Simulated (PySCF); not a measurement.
Choosing a molecule for a target property.

All species are isolated and taken at one optimised geometry, non-relativistic unless stated. Electronic properties by PySCF.

Dipoles, sizes and rotational constants follow the conformer. The torsions of the flexible species, by atom-mapped SMILES:
- `[F:1][CH2:2]/[CH:3]=[N:4]/[c:5]1[cH:6][cH:7][cH:8][cH:9][cH:10]1`: F1–C2–C3–N4 178°, C3–N4–C5–C6 -42°
- `[CH3:1][S:2][C@H:3]([CH3:4])[CH:5]([CH3:6])[CH3:7]`: C1–S2–C3–C4 67°, S2–C3–C5–C6 -55°

Question: Wanted: HOMO–LUMO gap below 5.6 eV (B3LYP/def2-SVPD) and smallest rotational constant below 6 GHz (PBE0-D3(BJ)/def2-SVP), at PBE0-D3(BJ)/def2-SVP geometries. Which candidate meets both?
A. `FC/C=N/c1ccccc1` (C8H8FN)
B. `O=CF` (CHFO)
C. `CS[C@H](C)C(C)C` (C6H14S)
D. `[H][Ge]([H])([CH3])[Br]` (CH5BrGe)

Answer: A. Computed values:
```csv
species,HOMO–LUMO gap,smallest rotational constant
FC/C=N/c1ccccc1 (C8H8FN),5.04 eV,0.524 GHz
CS[C@H](C)C(C)C (C6H14S),6.23 eV,1.224 GHz
[H][Ge]([H])([CH3])[Br] (CH5BrGe),7.05 eV,1.641 GHz
O=CF (CHFO),7.97 eV,10.522 GHz
```

Question: Wanted: dipole moment below 2 D (B3LYP/def2-SVPD) and electronic spatial extent ⟨r²⟩ about the centre of nuclear charge above 1600 bohr² (B3LYP/def2-SVPD), at PBE0-D3(BJ)/def2-SVP geometries. Which candidate meets both?
A. `CS[C@H](C)C(C)C` (C6H14S)
B. `FC/C=N/c1ccccc1` (C8H8FN)
C. `[H][Ge]([H])([CH3])[Br]` (CH5BrGe)
D. `O=CF` (CHFO)

Answer: B. Computed values:
```
                          species  dipole moment  electronic spatial extent ⟨r²⟩ about the centre of nuclear charge
         FC/C=N/c1ccccc1 (C8H8FN)         0.86 D                                                         2002 bohr²
         CS[C@H](C)C(C)C (C6H14S)         1.67 D                                                         1128 bohr²
                      O=CF (CHFO)         2.11 D                                                          125 bohr²
[H][Ge]([H])([CH3])[Br] (CH5BrGe)         2.45 D                                                          669 bohr²
```

Question: Wanted: static isotropic polarisability above 100 au (B3LYP/def2-SVPD) and HOMO energy above -9 eV (B3LYP/def2-SVPD), at PBE0-D3(BJ)/def2-SVP geometries. Which candidate meets both?
A. `O=CF` (CHFO)
B. `CS[C@H](C)C(C)C` (C6H14S)
C. `[H][Ge]([H])([CH3])[Br]` (CH5BrGe)
D. `FC/C=N/c1ccccc1` (C8H8FN)

Answer: D. Computed values:
```
                          species  static isotropic polarisability  HOMO energy
                      O=CF (CHFO)                          18.1 au     -9.39 eV
[H][Ge]([H])([CH3])[Br] (CH5BrGe)                          67.3 au     -7.82 eV
         CS[C@H](C)C(C)C (C6H14S)                          96.7 au     -5.99 eV
         FC/C=N/c1ccccc1 (C8H8FN)                         107.6 au     -6.61 eV
```
